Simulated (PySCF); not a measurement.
Molecule: SMILES [C@H](C#C)(C)CCl, C$_{5}$H$_{7}$Cl.

Bonds (- single, = double, # triple, : aromatic): C1#C2, C2-C3, C3-C4, C3-C5, C5-Cl6. C1 carries H7; C3 carries H8; C4 carries H9, H10, H11; C5 carries H12, H13. Stereochemistry as in C#C[C@@H](C)CCl. H13 is pro-R; H12 is pro-S.

Frames of a GFN2-xTB Langevin trajectory at 400 K; GIAO PBE0/pcSseg-1 shieldings in PySCF 2.14.0 with density-fitted response routines, gas phase, non-relativistic; equivalent atoms averaged within each frame.

Scale: TMS for 13C (186.93 ppm), 1H (31.72 ppm); 35Cl (949.78 ppm) vs HCl (reference shieldings calculated alike). The references are static minima.

Q: How do the shifts (ppm) fluctuate along the trajectory?

A: 
```
         time (fs)     C2    C1    C5    C3    C4  Cl6   H12   H13    H8    H7
               250  102.5  79.7  56.1  27.1   8.8  130  4.29  3.66  3.46  3.29
               425  107.1  80.8  57.7  31.5  23.9  107  4.54  4.66  3.40  3.63
               625   94.0  79.9  55.9  31.3  19.7   92  2.64  4.07  2.16  2.42
               800   91.0  86.8  67.6  36.3  26.6  129  3.32  5.35  4.27  2.76
              1000   87.1  84.1  59.6  29.5  24.1  103  3.93  3.55  2.57  2.49
    mean of frames   96.3  82.3  59.4  31.1  20.6  112  3.74  4.26  3.17  2.92
standard deviation    8.3   3.1   4.8   3.4   7.1   17  0.77  0.75  0.83  0.53
```

5 frames give an uncertainty of the mean of about the standard deviation over 2.2 at best, since frames this close in time may not be independent; classical motion lacks zero-point vibration, and the reference would need the same averaging.
